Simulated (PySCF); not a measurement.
Electric field gradients and quadrupole coupling constants

Species: C₄H₈O₂.
Geometry (GFN2-xTB, Å), atoms numbered from 1 in this order:
```xyz
14
C4H8O2 angstrom
O      1.4503   -0.4543   -0.9890
C      1.3473   -0.4734    0.4093
C     -0.0541   -0.1562    0.9325
C     -0.6194    1.2253    0.5721
O     -1.6481    0.6411   -0.2267
C     -1.2215   -0.6887    0.0896
H      1.0687    0.3663   -1.3232
H      1.6297   -1.4864    0.7078
H      2.0594    0.2351    0.8626
H     -0.1047   -0.3965    1.9940
H     -1.0301    1.7952    1.4104
H      0.0362    1.8790   -0.0143
H     -0.9264   -1.2446   -0.8043
H     -1.9880   -1.2424    0.6371
```

Field gradients from the PBE0/pcSseg-1 density (PySCF, non-relativistic), principal values in atomic units, ordered |Vxx| ≤ |Vyy| ≤ |Vzz|:

| atom | Vxx | Vyy | Vzz |
| --- | --- | --- | --- |
| O1 | 0.0981 | 1.8591 | -1.9572 |
| O5 | 0.1774 | 1.8881 | -2.0656 |

Question: Find the asymmetry η = (Vxx − Vyy)/Vzz and the couplings χ = eQV/h (234.96 MHz × Q in barn × V in au), with Q(17O) = −0.0256 b.

Answer: 
```
atom          environment  nucleus     η  χzz (MHz)  χxx (MHz)  χyy (MHz)
  O1       alcohol oxygen      17O  0.90      11.77      -0.59     -11.18
  O5  cyclic ether oxygen      17O  0.83      12.42      -1.07     -11.36
```

Question: What is Vzz at O5 in SI units (1 au = 9.71736 × 10²¹ V/m²)?

Answer: -2.0656 au = -20.072 × 10²¹ V/m².

Question: And the gradient at the other heavy atoms, for which no coupling is worked out here?

Answer: 
| atom | environment | Vzz (au) | η |
| --- | --- | --- | --- |
| C2 | carbinol carbon (C–OH) | 0.338 | 0.25 |
| C3 | four-membered-ring carbon | 0.054 | 0.95 |
| C4 | sp3 carbon bound to oxygen | 0.339 | 0.21 |
| C6 | sp3 carbon bound to oxygen | 0.372 | 0.33 |

Question: What couplings would deuterons (Q(2H) = 0.00286 b) have in place of the hydrogens, at this geometry?

Answer: 
| atom | bonded to | bond length (Å) | Vzz (au) | η | χzz (kHz) |
| --- | --- | --- | --- | --- | --- |
| H7 | O1 | 0.965 | 0.4610 | 0.15 | 310 |
| H8 | C2 | 1.093 | 0.2947 | 0.06 | 198 |
| H9 | C2 | 1.102 | 0.2810 | 0.05 | 189 |
| H10 | C3 | 1.090 | 0.3075 | 0.02 | 207 |
| H11 | C4 | 1.094 | 0.2955 | 0.04 | 199 |
| H12 | C4 | 1.096 | 0.2934 | 0.03 | 197 |
| H13 | C6 | 1.093 | 0.2916 | 0.06 | 196 |
| H14 | C6 | 1.093 | 0.2983 | 0.05 | 200 |

The structure is a single GFN2-xTB conformer in the gas phase; no vibrational or solvent corrections. GFN2-xTB bond lengths can be off by several hundredths of an ångström, more for odd bonds, and the gradients follow them. The basis is small and wasn't made for field gradients, so the couplings can be 20 % off.
